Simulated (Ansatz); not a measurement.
Born–Oppenheimer molecular dynamics of C2H4N (7 atoms, charge 0, multiplicity 2). It starts from a rough guess of a transition structure, not a stationary point.

Theory: UKS PBE0-D4/def2-SVP (Ansatz).

```json
{
 "ensemble": "NVE (velocity Verlet)",
 "time step": "0.5 fs",
 "steps asked": "150",
 "starting velocities drawn for": "100 K",
 "seed": "797229"
}
```

First frame:

```xyz
7
Properties=species:S:1:pos:R:3
H -0.281 -0.120 -0.176
C 0.893 0.288 0.451
C -1.484 -0.500 -0.768
N -2.490 -0.777 -1.227
H 1.157 -0.530 1.097
H 0.615 1.187 0.977
H 1.589 0.452 -0.354
```

(1) How far do the bonds stretch over the last three quarters of this one trajectory? (Pairs bonded in most of those frames.)

Results:

(1) 
```tsv
bond	mean (Å)	spread (Å)	shortest	longest
H1–C3	1.120	0.108	0.95	1.29
C2–H5	1.094	0.024	1.06	1.13
C2–H6	1.093	0.012	1.07	1.11
C2–H7	1.093	0.011	1.08	1.11
C3–N4	1.156	0.030	1.11	1.22
```

Mean temperature of the second half: 755 K. The conserved energy stayed within 1.4 meV per atom of its start (net change 0.13 meV per atom), so the integration is sound. The system heated up, since it started high on the potential surface and ran downhill. A run of 0.075 ps of so small a system gives no equilibrium averages.

Run time: 4 min on 1 CPU thread of a shared host.
